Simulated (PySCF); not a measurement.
Ionising SiCl

PBE0; PySCF, no relativity, basis sets Si def2-SVPD, Cl def2-SVPD. Neutral (UKS): doublet (π ↑), Re = 2.101 Å, ωe = 518 cm⁻¹, De = 4.36 eV, HOMO -5.32 eV, LUMO -3.16 eV.

SiCl⁻ (UKS): triplet (π ↑↑), Re = 2.296 Å, ωe = 345 cm⁻¹, De = 1.91 eV to Si + Cl⁻. The energies at the minima are -749.15966 hartree for SiCl and -749.20538 for SiCl⁻.

(1) Work out the adiabatic electron affinity, without and with harmonic zero-point energies (1 hartree = 27.2114 eV, 1 eV = 8065.5 cm⁻¹), and the change of the bond length.

For an ion De counts to the pair picked by the measured ionisation energies or electron affinities, which need not be the lowest pair at this level. The highest Kohn–Sham level is positive in this anion. Much of that is self-interaction error, but it also means that the finite basis helps to hold the extra electron. States were picked by a PBE0 search and need not be the measured ground states.

Results:

(1) At PBE0: 0.04572 hartree = 1.244 eV between the minima; the zero-point term (518.0 − 345.0)/2 cm⁻¹ = +0.011 eV makes it 1.255 eV. Re changes by +19.5 pm against the neutral. The electron enters a π orbital, and the longer bond of the ion fits an antibonding orbital, or a change in how ionic the bond is.
